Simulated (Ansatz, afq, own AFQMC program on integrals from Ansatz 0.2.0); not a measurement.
SiBrCl, singlet: energetics from AFQMC and coupled cluster

```xyz
3

Cl    0.7220    1.4325    0.5421
Si   -0.7702    0.2997   -0.3858
Br    0.0373   -1.7970   -0.1696
```

Geometry: a PBE0/def2-SVP stationary point, not shown to be a minimum. Basis def2-TZVP. Noble-gas cores (and the filled d shells of Ga–Kr and In–Xe) are frozen. Ansatz 0.2.0 and our own AFQMC program on the same integrals; the CISD trial comes from CCSD amplitudes, and released means the phaseless constraint is let go. ± is one standard error of the sampling. No spin–orbit coupling.

Best estimates are CCSD(T) at the basis-set limit (def2-TZVPP/QZVPP) plus the step from CCSD(T) to the highest rung at hand in def2-TZVP, named in the table (released AFQMC can keep some 10 meV of bias). Fragments are relaxed and keep their bonds. No zero-point, core-correlation or spin–orbit terms, no scalar relativity below Rb. Other levels are in def2-TZVP; a dash marks a level that is missing or breaks spin symmetry for a member.

Cautions: inner d shell frozen; no relativity below Rb; no spin-orbit coupling; SiBrCl (singlet): restricted determinant unstable towards unrestricted (UHF 6 meV lower, ⟨S²⟩ 0.10); SiBr (doublet): the released energies have errors that jump between times, so the bars are unsure, so no released level is given (meV from the phaseless value at times in 1/Eh: 0 ± 3 at 0.24, -5020 ± 5019 at 0.51, -9 ± 3 at 0.99, -23 ± 10 at 1.62, -7 ± 5 at 2.40), though the last usable value meets CCSDT(Q) within the noise, its ph-AFQMC/CISD value lies 16 ± 4 meV above CCSDT(Q).

```tsv
process	best estimate (kJ/mol)	highest rung
Si2–Cl1 → SiBr (doublet) + Cl (doublet)	437	CCSDT(Q)
Si2–Br3 → SiCl (doublet) + Br (doublet)	383	CCSDT(Q)
to free atoms	812	CCSDT(Q)
```

Errors against the best estimates in kJ/mol, the processes numbered in the order above:

| level | error, 1 | error, 2 | error, 3 |
| --- | --- | --- | --- |
| MP2 | 3 | 0 | -10 |
| CCSD(T) | -23 | -20 | -46 |
| ph-AFQMC/CISD | -21 ± 0.9 | -19 ± 0.9 | -44 ± 0.8 |
| CCSD(T)/CBS | 0 | 0 | -1 |
| PBE | 1 | 4 | 19 |
| r2SCAN | -4 | 1 | 6 |
| PBE0 | -11 | -7 | -7 |
| B3LYP | -24 | -22 | -31 |
| wB97M-V | 8 | 1 | 9 |
| B2PLYP | -17 | -16 | -26 |

Cost at the first geometry (cards were shared with other jobs): PBE0/def2-TZVP, 5.5 s on 1 thread of AMD EPYC 7R13 Processor (Zen 3) (shared host); RCCSD(T)/def2-TZVP, 4 s on 1 × NVIDIA H100 80GB HBM3 with 1 thread of AMD EPYC 7R13 Processor (Zen 3), with other jobs on the host; CCSD(T)/def2-QZVPP, 9.5 s on 1 × NVIDIA H100 80GB HBM3 with 1 thread of AMD EPYC 7R13 Processor (Zen 3), on a shared host; CCSDT(Q), 67 s on 1 × NVIDIA H100 80GB HBM3 with 1 thread of AMD EPYC 7R13 Processor (Zen 3), on a shared host; ph-AFQMC/CISD with release, 4.5 min on 1 × NVIDIA H100 80GB HBM3 with 2 threads of AMD EPYC 7R13 Processor (Zen 3), on a shared host.

Best estimates are given only where the step beyond CCSD(T) is under 0.3 eV and no member's determinant is very poor (T1 over 0.05, or 0.07 for open shells, ⟨S²⟩ too high by 0.3, two states mixed), so the hardest cases are missing from such tables.

The functionals ran in a triple-zeta set and keep a basis error of their own, a few kJ/mol for each bond in atomization energies and more for double hybrids, so close places among them and the extrapolated levels can swap.

CCSDT and higher add their correlation energy to the determinant of the CCSD(T) run, since their own runs factorise the integrals more tightly (a shift of under 2 meV). Each member of a difference takes its own highest rung, so a best estimate needn't equal the limit plus the step of one row. A walk keeps the symmetry of its determinant, which the program's search chose and which needn't be the lowest solution, so a lower state of the same spin and another symmetry isn't excluded.
